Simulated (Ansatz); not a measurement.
B₃ (the lowest doublet isomer of a short search) was relaxed with PBE-D4 (def2-TZVP) in Ansatz in these states: neutral doublet, neutral quartet. The geometries follow in no particular order.

A:

```xyz
3

B     0.4347    0.7797   -0.0971
B     0.2328   -0.5652    0.6582
B    -0.6675   -0.2145   -0.5611
```

B:

| atom | x (Å) | y (Å) | z (Å) |
| --- | --- | --- | --- |
| B1 | 0.779 | -0.184 | -0.649 |
| B2 | -0.056 | 0.603 | 0.833 |
| B3 | -0.722 | -0.419 | -0.185 |

Task: Judge from the bond lengths which geometry belongs to which state (an estimate).

Result: A is the neutral doublet (B1–B2 1.556 Å, B1–B3 1.555 Å, B2–B3 1.556 Å); B is the neutral quartet (B1–B2 1.874 Å, B1–B3 1.589 Å, B2–B3 1.589 Å).

At PBE0-D4/def2-TZVP a doublet lies 1.29 eV below the neutral quartet. These are the stationary points nearest to one start from a short search; other shapes may lie lower in each state.
